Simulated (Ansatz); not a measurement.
A made-up structure of C$_{2}$H$_{3}$Si, doublet:

C1  (-0.744, 0.144, -0.831)
C2  (0.227, -0.114, 0.002)
Si3  (1.734, -0.151, 0.920)
H4  (-1.569, -0.553, -0.971)
H5  (3.029, 0.409, 0.754)
H6  (1.136, -0.392, 2.290)
(Å)

It is relaxed with PBE-D4/def2-SVP and then PBE0-D4/def2-TZVP (Ansatz 0.2.0). Atoms count as bonded within 1.22 times the sum of their covalent radii (H–H: 0.88 Å). The end point is not checked to be a true minimum.

(1) Does its bonding change? (Judge from chemistry; the calculation decides.)

Answers

(1) The calculation gives: No: no bond forms or breaks.

Where it ends: The first stage lowers the energy by 1.17 eV in 8 steps. It ends as C₂H₃Si ([CH][C][SiH2]):
```
6
angstrom
C -0.7334 -0.1955 -0.6915
C 0.2407 -0.2105 0.0263
Si 1.7145 -0.3849 1.0506
H -1.5938 -0.1696 -1.3203
H 2.7921 0.5341 0.6082
H 1.3932 -0.2308 2.4909
```

Labels in which every atom is bracketed show which atoms are joined, not bond orders.

For scale, one of the runs: PBE0-D4/def2-TZVP relaxation, 117 basis functions, launched by `ansatz run in.yaml --threads 2 --pin off --events-out ev --progress --plain --max-ram 4352MiB`. Hardware: 2 CPU threads of an Arm Neoverse V1, shared host. Wall time about 15 s.
